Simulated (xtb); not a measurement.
**GFN2-xTB run of C3H4 (SMILES C#CC)**

Aim: a structure relaxation of C3H4. 

The calculation is run with xtb 6.7.1 later snapshot.

3 further runs of the same task are left out: 3 set aside as unsound or not needed.

### 1 The molecule

C3H4 has 7 atoms, charge 0, and is taken as a singlet. SMILES: `C#CC`. All atoms were displaced at random from a relaxed shape. The run starts from this shape.

Bond lengths: C1–C2 1.107 Å, C2–C3 1.525 Å, C1–H4 1.096 Å, C3–H5 1.151 Å, C3–H6 0.958 Å, C3–H7 1.127 Å. Angles: C1–C2–C3 175.6°, C2–C1–H4 177.7°, C2–C3–H5 104.9°, C2–C3–H6 110.8°, C2–C3–H7 110.1°, H5–C3–H6 109.9°, H5–C3–H7 106.9°, H6–C3–H7 113.8°.

### 2 A geometry optimisation at GFN2-xTB

Input file .CHRG:

```
0
```

Input file .UHF:

```
0
```

Input file coord:

```
$coord
     -2.471780668272     -1.251660098646     -1.409886867061  c
     -0.771083847892     -0.446183235285     -0.496223183065  c
      1.463573986261      0.652012204780      0.956503775241  c
     -4.202902079258     -2.003412048283     -2.262493499969  h
      2.430074412701      2.007531651235     -0.444236817377  h
      0.897336450279      1.569757697204      2.411725172031  h
      2.870796339486     -0.883730422181      1.402290168040  h
$end
```

The run is started by

```bash
$ xtb coord -o normal --gfn 2 > out.txt
```

What values should one expect? Wanted: total energy at the end; dipole moment; HOMO energy; LUMO energy; HOMO–LUMO gap; dispersion energy; mean polarisability.

Answer, from the run:

At GFN2-xTB:

| quantity | value |
| --- | --- |
| total energy at the end | -8.38291 Eh |
| dipole moment | 0.77 D |
| HOMO energy | -10.88 eV |
| LUMO energy | -3.80 eV |
| HOMO–LUMO gap | 7.08 eV |
| dispersion energy | -5.77 kJ/mol |
| mean polarisability (D4 model) | 34.6 bohr³ |

At the final geometry: Bond lengths: C1–C2 1.196 Å, C2–C3 1.446 Å, C1–H4 1.048 Å, C3–H5 1.090 Å, C3–H6 1.090 Å, C3–H7 1.090 Å. Angles: C1–C2–C3 179.9°, C2–C1–H4 179.7°, C2–C3–H5 109.9°, C2–C3–H6 110.0°, C2–C3–H7 110.0°, H5–C3–H6 109.0°, H5–C3–H7 108.9°, H6–C3–H7 109.0°. The optimisation took 10 steps and changed the energy by -1.099 eV. Mulliken charges run from -0.12 on C1 to +0.07 on H4.
